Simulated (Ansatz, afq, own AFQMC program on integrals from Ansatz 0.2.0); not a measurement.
Integrals from Ansatz 0.2.0, then the random walk in our own AFQMC program (afq).

```yaml
crystal:
  periodic: [false, false, false]
  atoms:
    - {symbol: H, position_ang: [0.000000, 0.000000, -1.575521]}
    - {symbol: H, position_ang: [0.000000, 0.000000, -0.639521]}
    - {symbol: N, position_ang: [0.000000, 0.000000, 1.687563]}
    - {symbol: C, position_ang: [0.000000, 0.000000, 0.527479]}
basis:
  gaussian: {orbitals: cc-pVTZ}
magnetization: {spin_polarized: true, initial_magnetization: 1}
correlation: {method: ccsd_t, electrons: outside_noble_gas, hamiltonian_folder: ham}
```

```sh
$ ansatz run in.yaml --threads 1 --pin off --events-out ev --progress --plain --max-ram 16896MiB --backend cuda --devices 0, --max-vram 18GiB
```

afq runs on the folder ham with

```
--method phaseless --trial cisd --walkers 1600 --populations 20 --least-time 60 --time-step 0.005 --steps-per-block 50 --equilibration-blocks 28 --max-blocks 4000 --target-error 0.0002 --factor-cut 1e-05 --start spin_pure --seed 1631 --release-times 0.24,0.51,0.99,1.62,2.4 --release-step 0.03 --release-every 3 --taylor-order 6
```

Times are imaginary, in 1/Eh. The walk had a cap of 239 s. With eight or more populations the least sampling time is a fifth of least-time, and the error comes from their spread.

Output of the walk:

```
orbitals 86  electrons 6 5  factors 503 of 503
reference energy -93.36334794 Eh
CCSD correlation -0.36089567 Eh in 15 cycles, weight of the determinant in the CISD state 0.8382
energy of the start -93.708666 Eh
 block  time / (1/Eh)  mean weight  energy / Eh
     1     0.250  1.0001  -93.717063
     2     0.500  0.9993  -93.727543
     3     0.750  1.0000  -93.732623
     4     1.000  0.9999  -93.736830
     5     1.250  0.9997  -93.739711
     7     1.750  1.0001  -93.741631
     9     2.250  1.0002  -93.743061
    11     2.750  1.0001  -93.743306
    21     5.250  0.9993  -93.743442
    26     6.500  1.0008  -93.750030
    31     7.750  1.0005  -93.741292
    41    10.250  1.0002  -93.744823
    46    11.500  1.0005  -93.739466
    51    12.750  0.9996  -93.744329
    61    15.250  0.9999  -93.747525
    71    17.750  0.9998  -93.742780
    81    20.250  1.0004  -93.744728
    91    22.750  1.0011  -93.743631
   101    25.250  1.0002  -93.743412
   111    27.750  1.0004  -93.745113
   121    30.250  1.0006  -93.743882
   131    32.750  0.9991  -93.743816
   141    35.250  1.0007  -93.743455
   151    37.750  0.9994  -93.745586
   161    40.250  1.0001  -93.742640
   171    42.750  1.0007  -93.740027
   181    45.250  0.9994  -93.744282
   191    47.750  0.9996  -93.746295
   201    50.250  1.0006  -93.745535
   211    52.750  0.9995  -93.743048
   221    55.250  1.0003  -93.744415
   226    56.500  1.0003  -93.746632
error from the spread of 20 populations
released: time / (1/Eh)  energy / Eh  error  mean overlap
  0.24  -93.744679  0.000179  0.9961
  0.51  -93.744973  0.000149  0.9920
  0.99  -93.745407  0.000240  0.9868
  1.62  -93.745942  0.000239  0.9751
  2.40  -93.745692  0.000379  0.9638
energy -93.744018 +/- 0.000252 Eh
(rows thinned)
```

The run passed its tests (sampling time, drift between the halves within three errors, error under three times the target), which doesn't prove that it has relaxed, ending at its cap on processor time. The second half of the sampling lies below the first by 1.7 errors of their difference, so the energy may still be moving and its error bar be too small.

Against this walk (error 6.9 meV) on the same determinant: CCSD(T) 22.9 meV higher, CCSDT(Q) 38.7 meV lower. The error is statistical and leaves out the bias of the constraint. The determinant has ⟨S²⟩ = 0.92, so the low cluster orders mix in higher spin (the high orders can go on to a lower state of that spin), while the walk starts as a pure doublet. None of these is a sure reference here. Released to 2.40 1/Eh the energy lies 46 ± 12 meV (both errors) below the phaseless value, which shows part or all of the bias of the constraint, and CCSDT(Q) lies 6.9 meV above the released value.

Cautions: constraint bias not in the error; error above the target (6.9 against 5.4 meV); higher spins were not checked; raised T1 diagnostic (T1 0.045, weight of the determinant 0.84, largest double 0.09); unrestricted determinant spin contaminated (⟨S²⟩ 0.92 against 0.75); the bias of populations of 80 walkers isn't removed.

The walk took 4 min on 1 × NVIDIA H100 80GB HBM3 with 2 threads of AMD EPYC 7R13 Processor (Zen 3), on a shared host (the card was shared). The log's last line is the phaseless energy.

CCSDT and higher add their correlation energy to the determinant of the CCSD(T) run, since their own runs factorise the integrals more tightly (a shift of under 2 meV). A walk keeps the symmetry of its determinant, which the program's search chose and which needn't be the lowest solution, so a lower state of the same spin and another symmetry isn't excluded.
